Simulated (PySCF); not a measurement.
## Worked example: Si–NH$_{2}$⁺, singlet against Si–NH2, doublet

Geometry (PBE0/def2-TZVP stationary point of a doublet), kept for both states (Si–NH2, doublet: B2; Si–NH2⁺, singlet: A1):

```xyz
4

Si    0.0000    0.0000    0.6455
N     0.0000    0.0000   -1.0599
H     0.0000    0.8350   -1.6290
H     0.0000   -0.8350   -1.6290
```

Basis 6-31G; PySCF 2.14.0. Correlated methods freeze the noble-gas cores. Prefix R: restricted or restricted open-shell reference.

Full CI isn't at hand for all of this; RCCSDT serves as the reference. It lacks quadruple excitations, which often exceed the step from CCSD(T) to CCSDT.

```
   level  E(Si–NH2, doublet) (hartree)  E(Si–NH2⁺, singlet) (hartree)
RCCSD(T)                   -344.626804                    -344.393962
     PBE                   -345.140902                    -344.884003
    PBE0                   -345.168301                    -344.907939
  RCCSDT                   -344.627182                    -344.394329
```

Q: Give the vertical gap, Si–NH2⁺ singlet less Si–NH2 doublet, at each level in eV (1 hartree = 27.2114 eV), and each error against RCCSDT.

A: RCCSDT: (-344.394329 − (-344.627182)) × 27.2114 = 6.336 eV (the reference)
PBE0: (-344.907939 − (-345.168301)) × 27.2114 = 7.085 eV, error 0.749 eV
PBE: (-344.884003 − (-345.140902)) × 27.2114 = 6.991 eV, error 0.655 eV
RCCSD(T): (-344.393962 − (-344.626804)) × 27.2114 = 6.336 eV, error 0.000 eV

Total energies of functionals can't be set beside those of wave-function methods, since they hold the core's correlation and their own absolute errors; only the differences compare.

The set has no polarisation functions, so the order and spacing of states can differ from the basis-set limit.

In so small a basis the reference is far from its limit while semilocal and hybrid functionals are nearer theirs, so the functionals' errors here hold much of the reference's basis and frozen-core error, which can add to them or hide them.

Each level lands on the state that its own search finds. T1 diagnostics of restricted CCSD: 0.022 and 0.024.
